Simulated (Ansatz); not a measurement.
Z-matrix (Å, degrees):
```
C
C 1 1.528
C 1 1.528 2 107.3
H 1 1.093 2 111.1 3 120.1
H 1 1.093 2 109.9 3 -120.8
O 2 1.415 1 109.2 3 -31.4
H 2 1.090 1 112.2 3 -149.4
H 2 1.098 1 110.6 3 89.8
O 3 1.415 1 109.2 2 -31.8
H 3 1.098 1 110.6 2 89.5
H 3 1.090 1 112.2 2 -149.7
C 6 1.400 2 111.1 1 68.3
H 12 1.099 6 105.7 2 -156.0
H 12 1.099 6 111.4 2 84.3
```

Total charge 0; spin multiplicity 1.

(1) List the PBE0/def2-TZVPP orbital energies in eV (Ansatz). (Best estimate.)

## Answers

(1) Ansatz gave: Occupied: -522.86, -522.86, -280.58, -279.46, -279.46, -278.17, -30.33, -28.25, -22.22, -19.24, -18.93, -15.62, -14.73, -14.34, -14.25, -12.28, -12.02, -11.12, -11.00, -10.44, -10.25, -8.51, -8.14, -7.21. Lowest empty: 1.41, 2.06, 2.09, 2.35, 2.86, 2.90, 3.22, 3.44.
